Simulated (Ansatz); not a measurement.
Ansatz input wanted

The species is BH3 (4 atoms), meant as a singlet with charge 0.

```tsv
atom	x (Å)	y (Å)	z (Å)
B	2.4347	-1.6669	-1.3139
H	3.5345	-1.2628	-1.5411
H	1.5352	-0.8970	-1.1638
H	2.2345	-2.8409	-1.2371
```

Settings wanted:

```yaml
basis_set: def2-SVPD
core_potential: none
integral_approximation: automatic
task: energy
method: DFT
functional: rPW86-PBE
dispersion: D4
reference: RKS
accuracy: medium
```

Task: Write the Ansatz 0.2.0 input and the command.

Result: One that was run (others would do as well):

in.yaml:
```yaml
crystal:
  periodic: [false, false, false]
  atoms:
    - {symbol: B, position_ang: [2.434720, -1.666870, -1.313920]}
    - {symbol: H, position_ang: [3.534510, -1.262770, -1.541050]}
    - {symbol: H, position_ang: [1.535190, -0.896970, -1.163800]}
    - {symbol: H, position_ang: [2.234480, -2.840890, -1.237140]}
basis:
  gaussian: {orbitals: def2-SVPD}
hamiltonian: {xc: {name: rPW86-PBE}, dispersion: d4}
```

```bash
$ ansatz run in.yaml --threads 1 --pin off --max-ram 2610MiB --events-out events.jsonl --progress --plain --runs-dir runs
```

Calculated total energy: -26.65601 Eh.
